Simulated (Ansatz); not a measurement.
Cost and result for the atomization energy of C3H5F2 (`F[CH]CCF`) radical (10 atoms, 9 bonds).

```xyz
10

F    -0.710    1.528    1.361
C    -0.772    1.191    0.063
C     0.348    0.364   -0.428
C     0.392   -1.033    0.168
F    -0.725   -1.749   -0.224
H    -1.787    1.125   -0.311
H     1.300    0.857   -0.194
H     0.278    0.286   -1.516
H     0.399   -0.994    1.261
H     1.276   -1.575   -0.180
```

Charge 0, multiplicity 2. The structure was optimised at the PBE0-D4/def2-TZVP level. It is one conformer, not always the lowest. Program: Ansatz. All runs use 4 threads of an INTEL XEON PLATINUM 8581C on a shared host. Times are those of one run each, without the atoms' runs, and a repeat can differ threefold. Electronic energies, without spin–orbit coupling; frozen cores. CCSD(T)/CBS adds CCSD(T) − MP2 in def2-TZVPP to the MP2 limit, and its time is that of the two runs behind it. T1 = 0.013; ⟨S²⟩ of the reference is 0.76. HSE06 is the plane-wave form, built on full-range PBE exchange.

CCSD(T)/CBS is a level of theory with its own doubt, some kJ/mol a heavy atom from the limit and from the frozen cores, so smaller differences don't rank the functionals.

```tsv
level	functions	wall time
BLYP-D4/def2-TZVPP	225	1.6 s
PBE0-D4/def2-TZVPP	225	2.3 s
HSE06-D4/def2-TZVPP	225	2.4 s
CAM-B3LYP-D4/def2-TZVPP	225	2.6 s
BHLYP-D4/def2-TZVPP	225	2.8 s
r2SCAN-D4/def2-TZVPP (with forces)	225	3 s
r2SCANh-D4/def2-TZVPP	225	3.5 s
ωB97X-V/def2-TZVPP	225	4.9 s
B97M-V/def2-TZVPP	225	5.5 s
CCSD(T)/def2-SVP	95	8.5 s
MP2/def2-QZVPP	435	15 s
CCSD(T)/def2-TZVPP	225	6.7 min
CCSD(T)/CBS(def2)	–	7 min
```

Q: What atomization energy does each give, and how far from CCSD(T)/CBS? (Best estimate.)

A: The calculation gave: 
| level | atomization (kcal/mol) | difference from CCSD(T)/CBS | per bond |
| --- | --- | --- | --- |
| BLYP-D4/def2-TZVPP | 919.1 | 4.2 | 0.5 |
| PBE0-D4/def2-TZVPP | 925.4 | 10.5 | 1.2 |
| HSE06-D4/def2-TZVPP | 926.2 | 11.3 | 1.3 |
| CAM-B3LYP-D4/def2-TZVPP | 924.7 | 9.8 | 1.1 |
| BHLYP-D4/def2-TZVPP | 886.3 | -28.6 | -3.2 |
| r2SCAN-D4/def2-TZVPP (with forces) | 924.1 | 9.2 | 1.0 |
| r2SCANh-D4/def2-TZVPP | 917.3 | 2.4 | 0.3 |
| ωB97X-V/def2-TZVPP | 919.1 | 4.2 | 0.5 |
| B97M-V/def2-TZVPP | 917.1 | 2.2 | 0.2 |
| CCSD(T)/def2-SVP | 876.0 | -38.9 | -4.3 |
| MP2/def2-QZVPP | 924.7 | 9.8 | 1.1 |
| CCSD(T)/def2-TZVPP | 893.0 | -21.9 | -2.4 |
| CCSD(T)/CBS(def2) | 914.9 | 0.0 | 0.0 |

The D4 term adds +5.4 kcal/mol with B3LYP and +2.8 kcal/mol with PBE0; it sums over pairs of atoms, weighted by their polarisabilities, and B3LYP, whose exchange is more repulsive, gets the larger term. At CCSD(T), def2-SVP lies −38.8 kcal/mol from the extrapolated value and def2-TZVPP −21.9 kcal/mol: correlation converges slowly with the basis, and small sets miss more of it in the bonded molecule than in its fragments. Leaving LDA and LC-ωPBE aside and taking each functional with its dispersion term where it has one, the values, not all of them listed here, spread over 60.2 kcal/mol, from BHLYP-D4 to PBE-D4. LDA lies +125.7 kcal/mol from PBE without D4, its usual overbinding.

B3LYP here is the variant with VWN-RPA as its local correlation; programs differ in this.
